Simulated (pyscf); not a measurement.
F–Si•(F)–F + hydrogen (H₂) → hydrogen fluoride (HF) + difluorosilylene (F–Si:–F) [singlet] + H atom (H•), a concerted fragmentation (doublet surface; F–Si, H–H broken, F–H formed). Structures and frequencies: ωB97X-D3(BJ)/def2-SVP in PySCF. Energies in kcal/mol from the separated reactants.

Small-basis levels: PySCF, no dispersion term, spherical d functions. AM1 to PM7: differences of heats of formation from MOPAC, which are fitted to 298 K values and so differ in kind from electronic energies by zero-point and thermal terms. Open shells are spin-unrestricted. 

```json
[
 {"level": "MP2/6-31G*", "barrier": "87.3", "reaction energy": "+77.4"},
 {"level": "BP86/6-31G*", "barrier": "[?]", "reaction energy": "+84.0"},
 {"level": "PBE/6-31G*", "barrier": "63.9", "reaction energy": "+82.2"},
 {"level": "B3LYP/LANL2DZ", "barrier": "50.8", "reaction energy": "+60.9"},
 {"level": "B3LYP/6-31G*", "barrier": "71.7", "reaction energy": "+83.6"},
 {"level": "B3LYP/6-311+G**", "barrier": "67.2", "reaction energy": "+67.0"},
 {"level": "AM1", "barrier": "[?]", "reaction energy": "+101.2"},
 {"level": "ωB97M-D3(BJ)/def2-TZVP", "barrier": "[?]", "reaction energy": "+71.7"}
]
```

### Question
What belongs in the gaps?

### Answer

- BP86/6-31G*, barrier: 65.5
- AM1, barrier: 98.2
- ωB97M-D3(BJ)/def2-TZVP, barrier: 77.1

Against the last row the barrier runs from -26.4 (B3LYP/LANL2DZ) to +21.0 kcal/mol (AM1). At BP86/6-31G*, PBE/6-31G*, B3LYP/LANL2DZ, B3LYP/6-31G*, AM1 this geometry lies under one side, so the entry may be no barrier of that level: it is a single point on another level's saddle. ωB97M-D3(BJ)/def2-TZVP has limits of its own. On the product side the descent ends in a complex, 4.7 kcal/mol under the separated species and 9.9 kcal/mol under the saddle at ωB97X-D3(BJ)/def2-TZVP. At ωB97X-D3(BJ)/def2-TZVP the barrier from the zero used here is 81.8 kcal/mol. The same reactants have a lower exit, to F–SiH(F)–F + H• (barrier +11.2 kcal/mol at ωB97M-D3(BJ)/def2-TZVP, against +77.1 kcal/mol here). One saddle was located; it need not be the lowest between these sides.
